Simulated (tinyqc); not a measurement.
Inside a calculation. Method: extended Hueckel theory, for PH3. One step of it, computed by the program tinyqc.

Task: Mulliken analysis. P = C n C^T; charge = valence electrons (H 1, P 5) minus the sum of (P S)_ii on the atom; overlap population = 2 sum P_ij S_ij between two atoms.

coefficients:
```
              MO1        MO2        MO3        MO4        MO5        MO6        MO7
1P 3s    0.708959   0.000000  -0.000031   0.379569  -0.000137   0.000000   1.244024
1P 3px   0.000002   0.000000   0.617562   0.000014   1.087769   0.000000   0.000255
1P 3py   0.000000   0.617537   0.000000   0.000000   0.000000   1.087816   0.000000
1P 3pz  -0.016903   0.000000  -0.000014   0.854391   0.000115   0.000000  -0.953139
2H 1s    0.199027   0.000000   0.429528  -0.120911  -0.988068   0.000000  -0.855041
3H 1s    0.199004   0.371993  -0.214777  -0.120928   0.494211  -0.855787  -0.854694
4H 1s    0.199004  -0.371993  -0.214777  -0.120928   0.494211   0.855787  -0.854694
```

occupations: 2.000000  2.000000  2.000000  2.000000  0.000000  0.000000  0.000000

overlap S, lower triangle:
```
           1P 3s     1P 3px     1P 3py     1P 3pz     2H 1s     3H 1s     4H 1s
1P 3s   1.000000
1P 3px  0.000000   1.000000
1P 3py  0.000000   0.000000   1.000000
1P 3pz  0.000000   0.000000   0.000000   1.000000
2H 1s   0.411198   0.464929   0.000000  -0.300719  1.000000
3H 1s   0.411152  -0.232438   0.402652  -0.300685  0.101561  1.000000
4H 1s   0.411152  -0.232438  -0.402652  -0.300685  0.101561  0.101524  1.000000
```

Give: charges; Overlap populations.

Result:

charges: 1P -0.4467, 2H 0.1489, 3H 0.1489, 4H 0.1489

Overlap populations:
```
pair      value
2-1    0.778199
3-1    0.778173
3-2   -0.015447
4-1    0.778173
4-2   -0.015447
4-3   -0.015441
```
